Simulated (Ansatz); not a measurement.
A made-up structure of BSiH4, doublet:

| atom | x (Å) | y (Å) | z (Å) |
| --- | --- | --- | --- |
| B1 | -0.0044 | -1.1644 | 0.1286 |
| Si2 | 0.0038 | 0.9753 | -0.1078 |
| H3 | -0.8408 | -1.7312 | 1.0049 |
| H4 | 0.8267 | -1.9153 | -0.6020 |
| H5 | 0.9872 | 1.8098 | -1.1562 |
| H6 | -0.9725 | 2.0258 | 0.7324 |

It is relaxed with PBE-D4/def2-SVP and then PBE0-D4/def2-TZVP (Ansatz 0.2.0). Atoms count as bonded within 1.22 times the sum of their covalent radii (H–H: 0.88 Å). The end point is not checked to be a true minimum.

Does its bonding change? (Judge from chemistry; the calculation decides.)

The calculation gives: No: no bond forms or breaks.

Where it ends: The first stage lowers the energy by 0.92 eV in 4 steps. It ends as BSiH₄ ([BH2][SiH2]):
B1  (-0.004, -1.040, 0.115)
Si2  (0.003, 0.871, -0.096)
H3  (-0.751, -1.546, 0.897)
H4  (0.738, -1.710, -0.538)
H5  (0.881, 1.616, -1.032)
H6  (-0.868, 1.809, 0.654)
(Å)

Labels in which every atom is bracketed show which atoms are joined, not bond orders.

For scale, one of the runs: PBE0-D4/def2-TZVP relaxation, 92 basis functions, launched by `ansatz run in.yaml --threads 2 --pin off --events-out ev --progress --plain --max-ram 4352MiB`. The run took about 7.5 s on 2 CPU threads of an Arm Neoverse V1 (shared host).
